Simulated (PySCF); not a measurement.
## Worked example: building the atomization energy of S$_{2}$, triplet

Measured: the G2/97 heats of formation, with zero-point and thermal terms from B3LYP taken off, give an electronic atomization energy of 101.7 kcal/mol (Curtiss et al., J. Chem. Phys. 106, 1063 (1997); Staroverov et al., J. Chem. Phys. 119, 12129 (2003)). The calculation below tries to reproduce it.

Geometry (MP2(full)/6-31G*, from the G2/97 set):

```xyz
2

S     0.0000    0.0000    0.0000
S     0.0000    0.0000    1.9202
```

Atomization energies (atoms less molecule, kcal/mol) from PySCF 2.14.0, frozen cores, unrestricted molecule, unrestricted atoms, sets cc-pV(D+d)Z, cc-pV(T+d)Z, cc-pV(Q+d)Z:

```csv
level,DZ,TZ,QZ
HF,45.49,50.31,50.81
CCSD(T),85.12,95.11,99.61
CCSDT,85.26,–,–
```

Problem. Extrapolate Hartree–Fock with exp(−5.46 √X) and the CCSD(T) correlation part with X⁻³ (X = 3, 4), add each higher step from the largest set that has it, and compare with the measured value.

Solution. Hartree–Fock: 50.81 + (50.81 − 50.31) × 0.301 = 50.96.
Correlation: TZ 44.80, QZ 48.80; (64 × 48.80 − 27 × 44.80) / 37 = 51.72.
Full triples (DZ): 85.26 − 85.12 = 0.14.
Sum: 102.8 kcal/mol, 1.1 above the measured 101.7.

Quadruple excitations are missing here, and can be worth a kcal/mol or so. The steps beyond CCSD(T) add 0.14 kcal/mol, while going from QZ to the limit adds 3.07. Core correlation, scalar relativity, spin–orbit terms and the relaxation from this MP2 geometry are missing from the sum, and the measured value has its own uncertainty.
